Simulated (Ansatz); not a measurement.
How methods differ on AlNH4 (AlH2(NH2))

AlNH4: 6 atoms, total charge 0, spin state singlet. SMILES: `[H][Al]([H])[NH2]`. Geometry: a GFN2-xTB relaxation, a rough one for these elements and not checked as a minimum.

Quantity: the electronic atomisation energy, in eV. The values are calculated. Electronic energies at fixed atoms, without zero-point motion or spin-orbit coupling.

```json
{"level": "BLYP/STO-3G", "kind": "GGA", "program": "Ansatz", "value (eV)": "22.74", "less FCI/STO-3G": "+3.72", "CPU time (all runs)": "1.8 s"}
{"level": "PBE/STO-3G", "kind": "GGA", "program": "Ansatz", "value (eV)": "22.77", "less FCI/STO-3G": "+3.75", "CPU time (all runs)": "1.6 s"}
{"level": "r2SCAN0/STO-3G", "kind": "hybrid meta-GGA", "program": "Ansatz", "value (eV)": "22.08", "less FCI/STO-3G": "+3.06", "CPU time (all runs)": "3.8 s"}
{"level": "wB97M-V/STO-3G", "kind": "range-separated hybrid", "program": "Ansatz", "value (eV)": "23.15", "less FCI/STO-3G": "+4.13", "CPU time (all runs)": "18 s"}
{"level": "B2PLYP/STO-3G", "kind": "double hybrid", "program": "Ansatz", "value (eV)": "21.34", "less FCI/STO-3G": "+2.32", "CPU time (all runs)": "1.6 s"}
{"level": "RPA@PBE/STO-3G", "kind": "RPA", "program": "Ansatz", "value (eV)": "18.91", "less FCI/STO-3G": "-0.11", "CPU time (all runs)": "1.8 s"}
{"level": "MP2/STO-3G", "kind": "perturbation theory", "program": "Ansatz", "value (eV)": "18.62", "less FCI/STO-3G": "-0.40", "CPU time (all runs)": "0.19 s"}
{"level": "CCSDTQ/STO-3G", "kind": "coupled cluster or CI", "program": "Ansatz", "value (eV)": "19.02", "less FCI/STO-3G": "0.00", "CPU time (all runs)": "7.2 s"}
{"level": "FCI/STO-3G", "kind": "exact in the basis", "program": "Ansatz", "value (eV)": "19.02", "less FCI/STO-3G": "0.00", "CPU time (all runs)": "4.1 s"}
```

FCI/STO-3G is exact within its basis and frozen core, so for wave-function methods in that basis the difference is their error; functionals converge differently with the basis, so for them it is only a difference. The values span 18.62 to 23.15 eV. All rows use very small basis sets, so even the best lies far from the true value. CPU times are rough (shared hosts, several kinds of processor): they show what a rung costs within a factor of a few.
